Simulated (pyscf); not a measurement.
## Four-centre exchange: HO–SiH₂–F (SMILES O[SiH2]F) + H₂O (SMILES O) -> HO–SiH(OH)–F (SMILES O[SiH](O)F) + H₂ (SMILES [H][H])

Gas phase, singlet surface, charge 0. Bonds broken: Si2–H5, O7–H8. Bonds formed: Si2–O7, H5–H8. PySCF, gas phase, ωB97X-D3(BJ)/def2-SVP geometries.

Transition state (Å):

```xyz
9

O      0.0720    -0.0274    -1.0472
Si     0.1740     0.1741     0.6010
F      0.5564     1.7885     0.6045
H      0.4405     0.7354    -1.5108
H     -0.6735    -1.3068     0.7626
H      1.2895    -0.3316     1.4264
O     -1.4126     0.5052     1.4846
H     -1.4499    -0.5863     1.1438
H     -2.0052     1.2042     1.1682
```

One imaginary mode, 1338i cm⁻¹; descent along it reached the two sides named, in the forms told below.

| bond | change | reactant side (Å) | saddle | product side |
|---|---|---|---|---|
| Si2–H5 | breaks | 1.475 | 1.714 | 4.4 |
| O7–H8 | breaks | 0.966 | 1.144 | 2.498 |
| Si2–O7 | forms | 2.8 | 1.846 | 1.643 |
| H5–H8 | forms | 2.7 | 1.126 | 0.761 |

Electronic energies relative to the separated reactants (kcal/mol):

| level | barrier | reaction energy | reverse barrier |
|---|---|---|---|
| ωB97X-D3(BJ)/def2-TZVP | 28.3 | -25.2 | 53.5 |
| PBE/def2-TZVP | 23.5 | -23.6 | 47.2 |
| r²SCAN/def2-TZVP | 23.9 | -26.8 | 50.7 |
| B3LYP-D3(BJ)/def2-TZVP | 28.7 | -25.2 | 53.9 |
| PBE0-D3(BJ)/def2-TZVP | 25.4 | -24.0 | 49.4 |
| M06-2X/def2-TZVP | 27.6 | -28.1 | 55.7 |
| ωB97M-D3(BJ)/def2-TZVP | 27.7 | -25.1 | 52.9 |
| HF/def2-TZVP | 46.3 | -23.8 | 70.1 |

With ωB97M-D3(BJ)/def2-TZVP energies and thermal terms (ideal gas, 1 atm, RRHO with modes under 100 cm⁻¹ raised to 100, one conformer, R ln 2 for chiral ones without a mode under 150 cm⁻¹), in kcal/mol:

```csv
T (K),ΔH‡,ΔG‡,ΔH,ΔG
298,26.2,37.5,-28.1,-26.2
600,26.2,49.1,-26.9,-24.7
900,26.8,60.5,-25.9,-23.8
1200,27.6,71.5,-25.2,-23.2
```

On the reactant side the descent ends in a complex (not fully relaxed), 4.2 kcal/mol under the separated species and 32.5 kcal/mol under the saddle at ωB97X-D3(BJ)/def2-TZVP. The same reactants have a lower exit, to HO–SiH₂–F + H₂O (barrier +19.5 kcal/mol at ωB97M-D3(BJ)/def2-TZVP, against +27.7 kcal/mol here). This is the saddle that the search found; another between the same sides may lie lower.
